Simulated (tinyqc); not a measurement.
RHF in the sto-6g basis, for H3O+, spin multiplicity 1, step by step. One step of it, computed by the program tinyqc.

Question. Iteration 2: DIIS coefficients. Solve [B -1; -1 0][c; lambda] = [0; -1] for the coefficients, which sum to one.

B (overlaps of the stored error matrices):
```
               1              2
1  5.0864084e+00  1.4524339e-01
2  1.4524339e-01  3.6140060e-02
```

Give: DIIS coefficients.

Answer.

DIIS coefficients: -0.0226  1.0226
